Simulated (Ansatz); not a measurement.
`CO/C=C/O` + H–F → `O/C=C\F` + CH₃OH  (substitution at a C–O bond)

Calculated with Ansatz (gas phase, PBE0-D4/def2-TZVP geometries, no zero-point term in ΔE). CBS: MP2 limit from def2 TZ/QZ plus the TZ coupled-cluster correction, frozen cores. This one scheme is used for every species. Double bonds are as drawn, so ΔE can hold a change between cis and trans. DFT in def2-TZVPP. B3LYP here is the variant with VWN-RPA as its local correlation; programs differ in this. One conformer a species, not always the lowest.

```json
{"level": "r2SCAN-D4", "ΔE (kJ/mol)": "4.4"}
{"level": "PBE0-D4", "ΔE (kJ/mol)": "8.2"}
{"level": "B3LYP-D4", "ΔE (kJ/mol)": "4.9"}
{"level": "ωB97X-V", "ΔE (kJ/mol)": "4.1"}
{"level": "ωB97M-V", "ΔE (kJ/mol)": "5.2"}
{"level": "MP2/def2-TZVPP", "ΔE (kJ/mol)": "19.1"}
{"level": "MP2/def2-QZVPP", "ΔE (kJ/mol)": "19.2"}
{"level": "HF/CBS(def2)", "ΔE (kJ/mol)": "-7.2"}
```

What does CCSD(T)/CBS give? (Estimate.)

Computed: +12.6 kJ/mol. The listed levels differ from it by -8.2, -4.4, -7.7, -8.5, -7.4, 6.5, 6.6, -19.8 kJ/mol.

Largest T1 diagnostic among the species: 0.013.

The D4 term adds +7.1 kJ/mol with B3LYP and +4.0 kJ/mol with PBE0; it sums over pairs of atoms, weighted by their polarisabilities, and B3LYP, whose exchange is more repulsive, gets the larger term. In def2-TZVPP, CCSD(T) changes the Hartree–Fock value by +18.6 kJ/mol (the triples alone add +2.8 kJ/mol) and MP2 by +25.7 kJ/mol.
